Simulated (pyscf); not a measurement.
Single points on ωB97X-D3(BJ)/def2-SVP structures (PySCF, gas phase).

Problem. `[NH][Ga]([NH2])[NH2]` [doublet] + `[CH4]` → `[NH2][Ga]([NH2])[NH2]` + `[CH3]` [doublet]
Surface: doublet. Broken: C–H. Formed: H–N. Give ΔE‡ and ΔE from PBE0-D3(BJ)/def2-TZVP, relative to the separated reactants.

Solution. ΔE‡ = 7.9 kcal/mol, ΔE = -4.2 kcal/mol. ωB97M-D3(BJ)/def2-TZVP gives 11.6 kcal/mol and -4.3 kcal/mol. Zero-point energy shifts the barrier by -1.0 kcal/mol. It is a hydrogen abstraction, with an imaginary mode of 1782i cm⁻¹. One saddle was located; it need not be the lowest between these sides. The angle at the transferred H is 165°. Elements up to Kr have no core potential and no relativistic terms here.
